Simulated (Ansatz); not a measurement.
What a trial cell of CdSi relaxes into

Method: DFT PBE, scalar-relativistic, plane waves, PAW (Ansatz 0.2.0). Cutoff 420 eV, Γ-centred k mesh, Gaussian smearing, no spin polarisation in the final step.

The start puts CdSi on the CuAu (L1_0) structure type (P4/mmm, No. 123), with Cd in place of Cu, Si in place of Au, at a guessed volume.

```yaml
crystal:
  lattice:
    - [3.13941, 0.00000, 0.00000]
    - [0.00000, 3.13941, 0.00000]
    - [0.00000, 0.00000, 4.11487]
  atoms:
    - { symbol: Cd, position: [0.50000, 0.50000, 0.50000] }
    - { symbol: Si, position: [0.00000, 0.00000, 0.00000] }
```

Cell and atoms relax at zero pressure; the relaxation can't lower the symmetry of the start.

Energies over the elements count from the elements' standard structures at the same level, with no empirical corrections.

Problem. Describe the relaxed structure.

Solution. It keeps P4/mmm (No. 123). The result has the CuAu (L1_0) structure. Conventional cell: a = 3.074 Å, c = 4.168 Å. Around Cd lie 8 Si at 3.01 Å and 4 Cd at 3.07 Å; Si has 8 Cd at 3.01 Å and 4 Si at 3.07 Å.

```
Cd Si
1.0
     3.07379    0.00000    0.00000
     0.00000    3.07379    0.00000
     0.00000    0.00000    4.16770
Cd Si
1 1
Direct
  0.50000 0.50000 0.50000
  0.00000 0.00000 0.00000
```

Problem. What are its volume, energy, density and gap?

Solution. The volume per atom is 19.69 Å³ and the density is 5.92 g/cm³. The energy over the elements is 0.48 eV/atom. The gap on the 14×14×10 mesh is 0 eV (a metal).

The final run used a 14×14×10 mesh on its 2-atom cell and 0.10 eV smearing. The k mesh leaves about 4 meV/atom of noise in metals. Symmetry constrained the relaxation, so the result can be a saddle point.